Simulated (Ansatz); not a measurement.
# CH2F−: single points off equilibrium

The atoms stand at a structure displaced at random from a GFN2-xTB minimum. How far do the functionals agree with CCSD(T) there?

Computed with Ansatz 0.2.0, Gaussian basis. Level: single points in def2-TZVPPD.

Cores are frozen in the correlated methods.

## Step 1: Starting geometry

SMILES `[CH2-]F`, 4 atoms, charge -1, spin multiplicity 1.

Atoms are counted from 1 here; the program's logs count them from 0.

Bond lengths: C1–H3 1.099 Å, C1–H4 1.349 Å. Angles: H3–C1–H4 107.8°.

Coordinates:

```xyz
4
charge -1, multiplicity 1
C    -0.0662    0.0248   -0.5035
F     1.1095    0.6312    0.3132
H    -1.0509    0.4760   -0.3194
H    -0.0184   -1.1478    0.1623
```

## Step 2: CCSD(T)/def2-TZVPPD

Contents of run/in.yaml:

```yaml
crystal:
  periodic: [false, false, false]
  atoms:
    - {symbol: C, position_ang: [-0.066200, 0.024800, -0.503500]}
    - {symbol: F, position_ang: [1.109500, 0.631200, 0.313200]}
    - {symbol: H, position_ang: [-1.050900, 0.476000, -0.319400]}
    - {symbol: H, position_ang: [-0.018400, -1.147800, 0.162300]}
basis:
  gaussian: {orbitals: "def2-TZVPPD.json"}
total_charge: -1
correlation: {method: ccsd_t}
output: {forces: true}
```

The basis file named in the input lies beside it (Basis Set Exchange, JSON).

The command line of these runs was not kept.

## Step 3: PBE0-D4/def2-TZVPPD

run/in.yaml, as its differences from that of step 2:

```diff
@@ -10,3 +10,3 @@
 total_charge: -1
-correlation: {method: ccsd_t}
-output: {forces: true}
+hamiltonian: {xc: pbe0, dispersion: d4}
+output: {forces: true, orbitals: {seedname: orbitals}}
```

## Step 4: wB97M-V/def2-TZVPPD

run/in.yaml, as its differences from that of step 3:

```diff
@@ -10,3 +10,3 @@
 total_charge: -1
-hamiltonian: {xc: pbe0, dispersion: d4}
-output: {forces: true, orbitals: {seedname: orbitals}}
+hamiltonian: {xc: {name: wB97M-V}}
+output: {forces: true}
```

## Step 5: r2SCAN-D4/def2-TZVPPD

run/in.yaml, as its differences from that of step 4:

```diff
@@ -10,3 +10,3 @@
 total_charge: -1
-hamiltonian: {xc: {name: wB97M-V}}
+hamiltonian: {xc: r2scan, dispersion: d4}
 output: {forces: true}
```

## Step 6: PBE-D4/def2-TZVPPD

run/in.yaml, as its differences from that of step 5:

```diff
@@ -10,3 +10,3 @@
 total_charge: -1
-hamiltonian: {xc: r2scan, dispersion: d4}
+hamiltonian: {xc: pbe, dispersion: d4}
 output: {forces: true}
```

## Step 7: B97M-V/def2-TZVPPD

run/in.yaml, as its differences from that of step 6:

```diff
@@ -10,3 +10,3 @@
 total_charge: -1
-hamiltonian: {xc: pbe, dispersion: d4}
+hamiltonian: {xc: {name: B97M-V}}
 output: {forces: true}
```

## Step 8: revPBE-D4/def2-TZVPPD

run/in.yaml, as its differences from that of step 7:

```diff
@@ -10,3 +10,3 @@
 total_charge: -1
-hamiltonian: {xc: {name: B97M-V}}
+hamiltonian: {xc: {name: revPBE}, dispersion: d4}
 output: {forces: true}
```

(Steps that only read results are left out.)

What does the calculation give? Wanted: RMS force component; RMS force error; HOMO and LUMO, PBE0-D4; T1 diagnostic.

**Answer**, as computed:

| quantity | value |
| --- | --- |
| RMS force component | 1.630 to 1.779 eV/Å over the methods |
| RMS force error | PBE0-D4 0.124, wB97M-V 0.084, r2SCAN-D4 0.046, PBE-D4 0.145, B97M-V 0.073, revPBE-D4 0.224 eV/Å |
| HOMO and LUMO, PBE0-D4 | 1.31 and 5.02 eV |
| T1 diagnostic | 0.016 |

In words: For forces r2SCAN-D4 does best and revPBE-D4 worst. Frozen-core CCSD(T) forces in triple zeta carry basis errors of their own, and this is one geometry, so small gaps rank nothing.
